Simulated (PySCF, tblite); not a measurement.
1-propanol, C3H8O.
Z-matrix (Å and degrees, GFN2-xTB geometry), rows numbered from 1:
```
C 
C   1  1.5227
C   2  1.5290  1  111.58
O   3  1.4083  2  112.88  1   178.76
H   1  1.0875  2  110.48  3   -60.17
H   1  1.0881  2  110.50  3    59.77
H   1  1.0872  2  110.42  3   179.78
H   2  1.0919  1  110.00  3   120.83
H   2  1.0943  1  109.54  3  -120.85
H   3  1.1008  2  109.58  1   -57.76
H   3  1.0925  2  110.15  1    61.25
H   4  0.9638  3  108.61  2    56.50
```

Computed with CAM-B3LYP/def2-SVPD in PySCF (dipole) on a GFN2-xTB geometry, gas phase.

Take the most abundant isotopes and a rigid rotor. The values belong to one conformer with, in the numbering `[CH3:1][CH2:2][CH2:3][OH:4]`, C1–C2–C3–O4 179°, C2–C3–O4–H 57°.

Q: What are A, B and C (GHz)?

A: Ia = 19.38, Ib = 132.64, Ic = 141.53 u·Å²; 505379 MHz·u·Å²/I gives 26077, 3810 and 3571 MHz, that is A = 26.077, B = 3.8103, C = 3.5709 GHz.

Q: Classify the top.

A: A near-prolate asymmetric top. Ray's parameter κ = (2B − A − C)/(A − C) = -0.979; −1 is the prolate and +1 the oblate limit.

Q: What does the inertial defect say?

A: Not planar: Δ = Ic − Ia − Ib = -10.49 u·Å². For a rigid frame Δ = −2 Σ m c², so Σ m c² = 5.24 u·Å² lies off the ab plane: 5.20 from hydrogen and 0.05 from heavier atoms. The atom farthest from that plane is 0.94 Å away.

Q: Give the other two planar moments, Paa and Pbb, and the rms extents of the mass along the axes.

A: Paa = Σ m a² = (Ib + Ic − Ia)/2 = 127.39 and Pbb = Σ m b² = (Ia + Ic − Ib)/2 = 14.14 u·Å². With the mass M = 60.06 u, the rms extents √(P/M) along a, b and c are 1.46, 0.49, 0.30 Å.

Q: Give the coordinates in the principal-axis frame, origin at the centre of mass.

A: The sense of each axis is arbitrary; atoms in the order of the calculation.
```
atom  mass (u)   a (Å)   b (Å)   c (Å)
  C1    12.000  -1.955  -0.146   0.011
  C2    12.000  -0.591   0.527  -0.029
  C3    12.000   0.544  -0.497   0.019
  O4    15.995   1.820   0.096  -0.045
  H5     1.008  -2.075  -0.814  -0.839
  H6     1.008  -2.066  -0.729   0.924
  H7     1.008  -2.747   0.598  -0.020
  H8     1.008  -0.493   1.118  -0.942
  H9     1.008  -0.493   1.209   0.822
 H10     1.008   0.450  -1.108   0.929
 H11     1.008   0.488  -1.160  -0.847
 H12     1.008   1.899   0.733   0.674
```

Q: Where do the levels up to J = 3 lie, in MHz?

A: Above 0(0,0):
J = 1: 1(0,1) 7381, 1(1,1) 29648, 1(1,0) 29887
J = 2: 2(0,2) 22141, 2(1,2) 44170, 2(1,1) 44889, 2(2,1) 111688, 2(2,0) 111690
J = 3: 3(0,3) 44277, 3(1,3) 65953, 3(1,2) 67390, 3(2,2) 133831, 3(2,1) 133841, 3(3,1) 245763, 3(3,0) 245763

Q: Which types of transition are allowed, and where do some lines up to J = 5 fall?

A: The dipole components are |μa| = 1.42 D, |μb| = 0.44 D, |μc| = 1.08 D. The squared components, which scale the intensities, stand as 1.00 : 0.10 : 0.58 (a : b : c). Some lines, for components of 0.1 D or more:

```tsv
type	branch	J(Ka,Kc)	MHz	lower level (cm⁻¹)
a	R	2(1,2) ← 1(1,1)	14523	0.989
b	R	5(0,5) ← 4(1,4)	15654	3.169
c	Q	1(1,1) ← 1(0,1)	22266	0.246
b	Q	5(1,4) ← 5(0,5)	24235	3.691
a	R	5(0,5) ← 4(0,4)	36867	2.461
c	R	2(1,1) ← 1(0,1)	37507	0.246
b	Q	4(2,2) ← 4(1,3)	65994	3.249
b	R	3(2,2) ← 2(1,1)	88943	1.497
c	R	3(2,1) ← 2(1,1)	88952	1.497
c	R	4(2,2) ← 3(1,2)	95993	2.248
b	Q	4(3,1) ← 4(2,2)	111908	5.450
b	R	3(3,0) ← 2(2,1)	134075	3.726
c	R	5(4,2) ← 4(3,2)	193609	9.183
b	R	5(5,1) ← 4(4,0)	238381	14.410
```

Its GFN2-xTB frequencies are all real (lowest 112 cm⁻¹). No vibrational averaging or centrifugal distortion is included, and the geometry carries the error of its method. A rigid rotor knows nothing of internal rotation, which can split or shift real lines.
